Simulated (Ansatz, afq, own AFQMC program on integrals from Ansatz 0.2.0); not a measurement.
Integrals from Ansatz 0.2.0, then the random walk in our own AFQMC program (afq).

```yaml
crystal:
  periodic: [false, false, false]
  atoms:
    - {symbol: O, position_ang: [0.047278, -0.002058, 0.000000]}
    - {symbol: H, position_ang: [-0.243226, 0.819434, 0.000002]}
    - {symbol: H, position_ang: [-0.253618, -0.393382, 0.775037]}
    - {symbol: H, position_ang: [-0.253619, -0.393379, -0.775038]}
basis:
  gaussian: {orbitals: "6-31++G**"}
total_charge: -1
magnetization: {spin_polarized: true, initial_magnetization: 2}
correlation: {method: ccsd_t, electrons: outside_noble_gas, hamiltonian_folder: ham}
```

```sh
$ ansatz run in.yaml --threads 1 --pin off --events-out ev --progress --plain --max-ram 1382MiB
```

Options of the walk:

```
--method phaseless --trial cisd --walkers 60 --populations 1 --least-time 40 --time-step 0.005 --steps-per-block 50 --equilibration-blocks 28 --max-blocks 300 --target-error 0.00038 --factor-cut 1e-05 --start spin_pure --seed 1992 --release-times 0.24,0.51,0.99,1.62,2.4 --release-step 0.03 --release-every 4 --taylor-order 6
```

Times are imaginary, in 1/Eh. The walk had a cap of 1086 s.

afq prints:

```
orbitals 36  electrons 6 4  factors 285 of 355
reference energy -76.43359775 Eh
CCSD correlation -0.21295631 Eh in 10 cycles, weight of the determinant in the CISD state 0.9411
energy of the start -76.646550 Eh
 block  time / (1/Eh)  mean weight  energy / Eh
     1     0.250  1.0000  -76.644936
     2     0.500  0.9973  -76.646404
     3     0.750  1.0000  -76.650624
     4     1.000  1.0031  -76.652873
     5     1.250  0.9973  -76.652301
     8     2.000  0.9987  -76.654076
    11     2.750  0.9994  -76.652105
    26     6.500  1.0007  -76.654273
    41    10.250  1.0004  -76.648396
    56    14.000  1.0000  -76.648862
    71    17.750  0.9972  -76.648261
    76    19.000  1.0003  -76.646394
    86    21.500  0.9990  -76.647274
   101    25.250  1.0007  -76.646498
   116    29.000  0.9982  -76.651778
   126    31.500  1.0002  -76.660669
   131    32.750  1.0023  -76.656298
   146    36.500  0.9993  -76.650496
   161    40.250  0.9988  -76.652546
   176    44.000  0.9999  -76.649504
   191    47.750  1.0006  -76.651396
   206    51.500  0.9994  -76.654022
blocks merged  error / Eh  count
     1  0.000265  180
     2  0.000279  90
     4  0.000294  45
     8  0.000325  22
    16  0.000338  11
released: time / (1/Eh)  energy / Eh  error  mean overlap
  0.24  -76.651240  0.000317  0.9999
  0.51  -76.651184  0.000271  0.9924
  0.99  -76.650667  0.000309  1.0141
  1.62  -76.651041  0.000327  0.9904
  2.40  -76.650314  0.000367  0.9810
energy -76.650925 +/- 0.000325 Eh
(rows thinned)
```

The run passed its tests (sampling time, drift between the halves within three errors, error under three times the target), which doesn't prove that it has relaxed.

Against this walk (error 8.9 meV) on the same determinant: CCSD(T) 18.9 meV higher, CCSDT(Q) 3.8 meV higher (within the noise). The error is statistical and leaves out the bias of the constraint. Released to 2.40 1/Eh the energy moves by 17 ± 13 meV (both errors), within twice the noise.

Cautions: constraint bias not in the error; lower spins were not checked.

The walk took 3.2 min on 1 thread of Arm Neoverse V2 (shared host). The log's last line is the phaseless energy.

CCSDT and higher add their correlation energy to the determinant of the CCSD(T) run, since their own runs factorise the integrals more tightly (a shift of under 2 meV). A walk keeps the symmetry of its determinant, which the program's search chose and which needn't be the lowest solution, so a lower state of the same spin and another symmetry isn't excluded.
